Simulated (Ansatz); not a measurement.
We consider wurtzite MgTe, described by RPBE in Ansatz (plane waves, PAW).

Run with plane-wave cutoff 520 eV, 12×12×6 k mesh (along the axes of the cell as run), Fermi–Dirac smearing 0.01 eV, scalar-relativistic PAW data made under PBE.

A third-order Birch–Murnaghan fit to the energies gives V0 = 35.665 Å³/atom, B0 = 31.3 GPa, B′ = 4.2.

```
V (Å³/atom)  P (GPa)
-----------  -------
34.244           ___
34.957           ___
35.671        -0.005
36.384           ___
37.097           ___
```

### Question
Estimate the withheld pressures from this fit; the answers are the runs' own values.

### Answer

- 34.244, P (GPa): 1.387
- 34.957, P (GPa): 0.655
- 36.384, P (GPa): -0.600
- 37.097, P (GPa): -1.137

The formula P = (3/2) B0 (x^(7/3) − x^(5/3)) [1 + (3/4)(B′ − 4)(x^(2/3) − 1)] with x = V0/V meets the computed pressures within 0.01 GPa when these rounded values are put in.

Shape and atoms are relaxed at each volume.

Note: the bulk modulus comes from volumes at which shape and atoms were relaxed.

Spin–orbit coupling is not included.

Ansatz is a program for electronic structure.
